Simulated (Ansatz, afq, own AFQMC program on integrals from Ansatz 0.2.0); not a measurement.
# Where AFQMC and coupled cluster stand for CH3Al, singlet

```xyz
5

Al   -0.0411    0.0000    1.0630
C     0.0815    0.0000   -2.1497
H     0.1424    0.0000    2.6250
H    -0.0059    0.9125   -2.7323
H    -0.0059   -0.9125   -2.7323
```

Connectivity, by distances: AlH ··· CH2.

Basis cc-pVDZ. Only valence electrons are correlated. AFQMC by an in-house program on the Cholesky factors that Ansatz 0.2.0 writes for its CCSD(T) run. The CISD trial takes its coefficients from CCSD amplitudes. Released means that phaseless walkers are propagated on without the constraint, phases kept. ± is one standard error of the sampling.

Determinant: RHF, the one that the program's search chose, which needn't be the lowest solution. The geometry is a point of a scan.

No full CI on the walks' own integrals is used here; CCSDT(Q) serves as the reference and is uncertain by about the last step of the cluster series.

Cautions: higher spins were not checked; restricted determinant unstable towards unrestricted (UHF 1.01 eV lower, ⟨S²⟩ 1.23); the released energies are still falling, so no released level is given (meV from the phaseless value at times in 1/Eh: 60 ± 26 at 0.24, 13 ± 24 at 0.51, -17 ± 27 at 0.99, -58 ± 32 at 1.62, -11 ± 53 at 2.40); CCSDT(Q) on the UHF determinant differs (810 meV lower), perhaps since the unrestricted series falls towards higher spin.

* T1 diagnostic: 0.0117
* weight of the determinant in the CISD state: 0.836
* size of the correlated space: 10 electrons in 41 orbitals

```tsv
level	correlation energy (eV)
MP2	-4.5225
CCSD	-5.8913
CCSD(T)	-6.0282
```

Estimate where phaseless AFQMC with a CISD trial lies against CCSD(T) on the same integrals.

86.6 ± 20.4 meV below CCSD(T).

Reference: CCSDT(Q), correlation energy -6.086 eV.

```csv
level,E − E(reference) (meV),share of correlation (%)
CCSD(T),57.6,99.05
CCSDT,8.8,99.86
ph-AFQMC/CISD,-29.0 ± 20.4,100.48
```

A walk keeps the symmetry of its determinant, which the program's search chose and which needn't be the lowest solution, so a lower state of the same spin and another symmetry isn't excluded.
